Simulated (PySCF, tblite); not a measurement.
## hydrogen chloride and methylamine

A gas-phase complex of hydrogen chloride and methylamine; neutral, singlet. The structure comes from a short search (6 tight-binding starts) and was relaxed by PBE0-D3(BJ)/def2-TZVPD; another way of binding may lie lower. No frequency run checks that it is a minimum.

Parts: 1 = hydrogen chloride (Cl), atoms 1–2; 2 = methylamine (CN), atoms 3–9.

| atom | part | x (Å) | y (Å) | z (Å) |
| --- | --- | --- | --- | --- |
| Cl1 | 1 | -0.142 | -0.485 | -0.367 |
| H2 | 1 | -0.675 | 0.409 | 0.631 |
| C3 | 2 | -2.574 | 0.639 | 1.963 |
| N4 | 2 | -1.284 | 1.236 | 1.619 |
| H5 | 2 | -2.405 | -0.376 | 2.322 |
| H6 | 2 | -3.181 | 0.575 | 1.060 |
| H7 | 2 | -3.119 | 1.204 | 2.723 |
| H8 | 2 | -1.390 | 2.171 | 1.242 |
| H9 | 2 | -0.669 | 1.294 | 2.422 |

Contacts between parts, classed by geometry: H2···N4 1.425 Å (hydrogen bond, 176°).

Deforming the relaxed parts to their shape here costs 7.6 kcal/mol, which the interaction energies leave out.

Interaction energies are complex less parts, with the parts frozen as they stand in it; counterpoise-corrected, in kcal/mol (PySCF). The CCSD(T) estimate is Hartree-Fock/aug-cc-pVQZ, plus the MP2 correlation part extrapolated as X⁻³ from aug-cc-pVTZ and aug-cc-pVQZ, plus CCSD(T) less MP2 in aug-cc-pVDZ; noble-gas cores are frozen. It isn't the exact limit.

```csv
level,interaction,superposition error removed
Hartree-Fock/aug-cc-pVQZ,-11.94,-
wB97M-D3(BJ)/def2-TZVPD,-17.24,-0.27
PBE0-D3(BJ)/def2-TZVPD,-20.44,-0.28
MP2/aug-cc-pVQZ,-19.10,-0.71
```

(1) What does CCSD(T) at its estimated basis limit give, and which of these levels comes nearest?

(2) What holds them together? Decompose the wB97M-D3(BJ)/def2-TZVPD energy: frozen parts, their antisymmetrised product, then relaxation.

The parts were also relaxed and run alone, at the levels used for the complex: shieldings by PBE0/pcSseg-2; core levels by delta-SCF with SCAN, pcX-2 on the ionised atom and pcseg-1 elsewhere, spin-free X2C (2p3/2 is the spin-free 2p value less a third of a first-order spin-orbit splitting).

Values alone: Cl1–H2 bond (Å): 1.279; shielding of H2 (ppm): 30.67; shielding of N4 (ppm): 245.4; shielding of Cl1 (ppm): 945.4; Cl1 2p3/2 core level (eV): 207.39; C3 1s core level (eV): 291.52; N4 1s core level (eV): 405.10.

(3) What does binding change?

## Answers

(1) -16.96 kcal/mol. wB97M-D3(BJ)/def2-TZVPD is nearest, off by -0.29; the errors are Hartree-Fock/aug-cc-pVQZ +5.02, wB97M-D3(BJ)/def2-TZVPD -0.29, PBE0-D3(BJ)/def2-TZVPD -3.49, MP2/aug-cc-pVQZ -2.14.

(2) electrostatic -40.4, Pauli repulsion +68.3, orbital relaxation -43.6, dispersion correction -1.8 kcal/mol, which sum to the value before the counterpoise correction; the Pauli term holds the exchange-correlation of the frozen density too. Of the attraction, 51 % is orbital relaxation, 47 % is electrostatic, 2 % is dispersion correction.

(3) 
| property | alone | in the complex | change |
| --- | --- | --- | --- |
| Cl1–H2 bond (Å) | 1.279 | 1.442 | +0.163 |
| shielding of H2 (ppm) | 30.67 | 13.03 | -17.63 |
| shielding of N4 (ppm) | 245.4 | 214.0 | -31.4 |
| shielding of Cl1 (ppm) | 945.4 | 957.6 | +12.2 |
| Cl1 2p3/2 core level (eV) | 207.39 | 204.03 | -3.35 |
| C3 1s core level (eV) | 291.52 | 292.72 | +1.20 |
| N4 1s core level (eV) | 405.10 | 406.99 | +1.89 |

Density functionals tend to overstate the lengthening and the red shift of so strongly bound an X–H bond.
